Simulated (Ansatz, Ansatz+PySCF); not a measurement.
```yaml
atoms:
  - { symbol: Si, position_ang: [0.0000, 0.0000, 0.0000] }
  - { symbol: H, position_ang: [0.7929, 0.7929, 0.7929] }
  - { symbol: H, position_ang: [0.7929, -0.7929, -0.7929] }
  - { symbol: H, position_ang: [-0.7929, 0.7929, -0.7929] }
  - { symbol: H, position_ang: [-0.7929, -0.7929, 0.7929] }
```

RHF-MP2 on singlet SiH₄ was run in several spherical basis sets with Ansatz (development build ahead of 0.2.0). Frozen core: 5 orbitals.

**Question.** Rank the basis sets by the total energy that they give, lowest first, with the distance from the lowest.
A. cc-pVTZ
B. cc-pVDZ
C. 6-31G(d)
D. def2-SVP
E. def2-TZVP

**Answer.** A (0.00 eV), E (0.40 eV), B (1.30 eV), C (2.74 eV), D (3.70 eV).

Totals follow the description of the cores as much as that of the bonds, so this order isn't one of quality for chemistry.
